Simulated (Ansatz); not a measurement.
Reaction (SMILES): P (PH3) → PH3+ (doublet, bonded as P) + e-
B3LYP-D3(BJ)/def2-TZVP geometries, fixed; electronic energies without zero-point terms.

Effect of the final integration grid (spheres per factor e of radius in core and valence, angular degree) at PBE/aug-cc-pV(Q+d)Z with Ansatz (a quantum-chemistry and plane-wave program), against the last row, where the adiabatic ionisation energy is 9.77 eV. Open shells are unrestricted. The default's grid is 13, 11, 36.

| setting | largest shift of a total energy (mEh) | shift of the adiabatic ionisation energy (eV) |
|---|---|---|
| accuracy: medium (default) | 0.000 | 0.000 |
| final_grid: 4, 3, 11 | -1.073 | 0.012 |
| final_grid: 6, 5, 17 | 0.070 | -0.001 |
| final_grid: 8, 7, 23 | 0.002 | 0.000 |
| final_grid: 10, 9, 29 | 0.000 | 0.000 |
| final_grid: 18, 15, 47 | 0.000 | 0.000 |
| final_grid: 26, 22, 59 | 0.000 | 0.000 |

Within 0.002 eV in the adiabatic ionisation energy: accuracy: medium (default); final_grid: 6, 5, 17; final_grid: 8, 7, 23; final_grid: 10, 9, 29; final_grid: 18, 15, 47. The largest shift is 1.073 mEh in a total energy and 0.012 eV in the difference.
